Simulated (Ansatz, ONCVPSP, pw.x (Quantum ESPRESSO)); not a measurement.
**pw.x on fcc O: one setting changed**

Potential: optimised norm-conserving Vanderbilt (ONCV), ONCVPSP 4.0.1.1 (patched build), LDA (Perdew-Wang 92); core [He], reference 2s2 2p4; waves: 2s: rc 0.70 bohr, ncon 3, nbas 7, qcut 13.7 1/bohr, 1 projector; 2p: rc 2.00 bohr, ncon 4, nbas 7, qcut 7.8 1/bohr, 1 projector; d scattering state at 0.17 Ha: rc 2.15 bohr, ncon 4, nbas 8, qcut 5 1/bohr, 2 projectors, debl 0.8 Ha; local part: polynomial inside 0.55 bohr (lpopt 5, dvloc0 2 Ha); core correction: polynomial model core, fcfact 0.65.

The reference run (k-mesh 18³, cutoffs 130/520 Ry, Fermi–Dirac 0.01 Ry, mixing_beta 0.4, conv_thr 1e-9, no spin) gives 3.37 GPa at 7.213 Å³/atom, where all-electron LAPW gives 0.50 GPa. This run, with its own iteration cap, changes degauss to 0.005.

```
&control
  calculation='scf', prefix='x', pseudo_dir='./', outdir='./tmp', tstress=.true., disk_io='none'
/
&system
  ibrav=0, nat=1, ntyp=1, ecutwfc=130, ecutrho=520, nbnd=10,
  occupations='smearing', smearing='fd', degauss=0.005
/
&electrons
  conv_thr=1e-09, mixing_beta=0.4, electron_maxstep=60
/
ATOMIC_SPECIES
O 1.0 O.UPF
CELL_PARAMETERS angstrom
  0.00000000 1.53354072 1.53354072
  1.53354072 0.00000000 1.53354072
  1.53354072 1.53354072 0.00000000
ATOMIC_POSITIONS crystal
O 0.0000 0.0000 0.0000
K_POINTS automatic
18 18 18 0 0 0
```

```bash
pw.x < O.scf.in > O.scf.out
```

Problem. How does the run end?

Solution. It converges in 5 iterations; the free energy moves by +23.5 meV/atom and the pressure by -0.65 GPa. In a metal, with Fermi–Dirac smearing, F lies below its zero-width value by a term in the square of the width.

```
Message from routine setup:
     using ibrav=0 with symmetry is DISCOURAGED, use correct ibrav instead
     lattice parameter (alat)  =       4.0984  a.u.
     unit-cell volume          =      48.6757 (a.u.)^3
     number of electrons       =         6.00
     number of Kohn-Sham states=           10
     kinetic-energy cutoff     =     130.0000  Ry
     charge density cutoff     =     520.0000  Ry
     scf convergence threshold =      1.0E-09
     Exchange-correlation= SLA  PW   NOGX NOGC
     number of k points=   195  Fermi-Dirac smearing, width (Ry)=  0.0050
     iteration #  1     ecut=   130.00 Ry     beta= 0.40
     c_bands:  1 eigenvalues not converged
     c_bands:  1 eigenvalues not converged
     c_bands:  1 eigenvalues not converged
     [... 37 repeated lines left out ...]
     total energy              =     -32.90348221 Ry
     estimated scf accuracy    <       0.00008180 Ry
     iteration #  2     ecut=   130.00 Ry     beta= 0.40
     [... 3 repeated lines left out ...]
     total energy              =     -32.90348728 Ry
     estimated scf accuracy    <       0.00001746 Ry
     iteration #  3     ecut=   130.00 Ry     beta= 0.40
     total energy              =     -32.90348970 Ry
     estimated scf accuracy    <       0.00000105 Ry
     iteration #  4     ecut=   130.00 Ry     beta= 0.40
     total energy              =     -32.90348982 Ry
     estimated scf accuracy    <          1.5E-09 Ry
     iteration #  5     ecut=   130.00 Ry     beta= 0.40
     [... 2 repeated lines left out ...]
     the Fermi energy is     6.5408 ev
!    total energy              =     -32.90348984 Ry
     estimated scf accuracy    <          3.6E-10 Ry
     smearing contrib. (-TS)   =      -0.00111858 Ry
     The total energy is F=E-TS. E is the sum of the following terms:
     one-electron contribution =       0.17586742 Ry
     hartree contribution      =       3.94188820 Ry
     xc contribution           =      -8.54244717 Ry
     ewald contribution        =     -28.47767971 Ry
     convergence has been achieved in   5 iterations
          total   stress  (Ry/bohr**3)                   (kbar)     P=       27.12
     Message from routine punch:
     Nothing written, as per user request (disk_io='none')
```

The run took about 50 s on one core of a shared host (Neoverse-N1, 64 threads, 124 GiB, load 53).
